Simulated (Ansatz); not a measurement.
**fcc Pb**

Calculation: HSE06 (plane waves, PAW; Ansatz, a program for electronic structure).

Run with plane-wave cutoff 500 eV, 12×12×1 k mesh (along the axes of the cell as run), Fermi–Dirac smearing 0.1 eV, scalar-relativistic PAW data made under PBE.

Cell: relaxed with r²SCAN.

```
Item                                  Value
--------------------------------  ---------
surface energy of the (111) face  0.34 J/m²
work function of the (111) face     3.89 eV
```

Note: exact exchange on metals is sensitive to the k mesh and can open a false gap.

The slab of 6 atoms is relaxed and unreconstructed.

Spin–orbit coupling is not included; it can shift volumes and moduli of such heavy elements.

The computed numbers hold no vibrational or temperature effects.
